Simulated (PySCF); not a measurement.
Gas-phase thermal properties of C2H5F

Computed with PySCF (xtb for GFN2) and rigid-rotor harmonic-oscillator thermochemistry at 1 bar. 6-31G* has spherical d functions here. All species are closed-shell singlets. B3LYP is the form with VWN-RPA correlation. The harmonic model lacks anharmonicity and excited electronic states, which grow with temperature; levels with a mode under 35 cm⁻¹ are left out. Internal rotation in C2H5F is treated as a harmonic vibration of one conformer, which makes the entropy rough.

```json
[
 {"level": "B3LYP/6-31G*", "point group": "Cs", "σ": "1", "ZPE (kJ/mol)": "179.9", "S°298 (J/mol/K)": "263.5", "Cp298 (J/mol/K)": "56.6", "S°1000 (J/mol/K)": "372.9", "H1000 − H298 (kJ/mol)": "68.7"},
 {"level": "GFN2-xTB", "point group": "Cs", "σ": "1", "ZPE (kJ/mol)": "174.2", "S°298 (J/mol/K)": "265.4", "Cp298 (J/mol/K)": "57.8", "S°1000 (J/mol/K)": "377.3", "H1000 − H298 (kJ/mol)": "70.1"},
 {"level": "HF/6-31G*", "point group": "Cs", "σ": "1", "ZPE (kJ/mol)": "192.0", "S°298 (J/mol/K)": "262.0", "Cp298 (J/mol/K)": "54.0", "S°1000 (J/mol/K)": "366.1", "H1000 − H298 (kJ/mol)": "65.5"},
 {"level": "PBE/def2-SVP", "point group": "Cs", "σ": "1", "ZPE (kJ/mol)": "173.0", "S°298 (J/mol/K)": "264.2", "Cp298 (J/mol/K)": "58.3", "S°1000 (J/mol/K)": "377.1", "H1000 − H298 (kJ/mol)": "70.7"},
 {"level": "PBE0/def2-TZVP", "point group": "Cs", "σ": "1", "ZPE (kJ/mol)": "178.7", "S°298 (J/mol/K)": "263.6", "Cp298 (J/mol/K)": "57.0", "S°1000 (J/mol/K)": "373.9", "H1000 − H298 (kJ/mol)": "69.2"}
]
```
σ: rotational symmetry number. Electronic degeneracy used: 1. Frequencies are unscaled.
